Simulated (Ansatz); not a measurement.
# C2HClO2: the cost of one run

Method: RKS B3LYP/def2-SVP, in Ansatz 0.2.0.

### Step 1. Starting point

Bond lengths: O1–C2 1.233 Å, C2–C3 1.314 Å, C3–O4 1.387 Å, C3–Cl5 1.703 Å, O4–H6 0.960 Å. Angles: O1–C2–C3 177.8°, C2–C3–O4 118.5°, C2–C3–Cl5 118.4°, O4–C3–Cl5 122.7°, C3–O4–H6 110.1°.

Coordinates:

```xyz
6

O     0.5802   -2.0923    0.1766
C     0.2164   -0.9477   -0.1030
C    -0.1537    0.2872   -0.3552
O    -0.1585    1.2016    0.6876
Cl   -0.4222    0.7378   -1.9757
H    -0.0202    0.7493    1.5235
```

### Step 2. End point A

Input file input.yaml:

```yaml
crystal:
  periodic: [false, false, false]
  atoms:
    - { symbol: O, position_ang: [0.5802, -2.0923, 0.1766] }
    - { symbol: C, position_ang: [0.2164, -0.9477, -0.103] }
    - { symbol: C, position_ang: [-0.1537, 0.2872, -0.3552] }
    - { symbol: O, position_ang: [-0.1585, 1.2016, 0.6876] }
    - { symbol: Cl, position_ang: [-0.4222, 0.7378, -1.9757] }
    - { symbol: H, position_ang: [-0.0202, 0.7493, 1.5235] }
basis:
  gaussian: { orbitals: def2-SVP }
hamiltonian:
  xc: b3lyp
relax:
  f_tol: 0.02
  max_steps: 50
```

Started as:

```bash
$ ansatz run input.yaml --threads 1 --pin off --max-ram 2048MiB --backend cpu --events-out ev --progress --plain --runs-dir out
```

What time and memory should one allow on 1 thread of Arm Neoverse V1, shared host?

About 63 s, with a peak of 0.15 GiB.
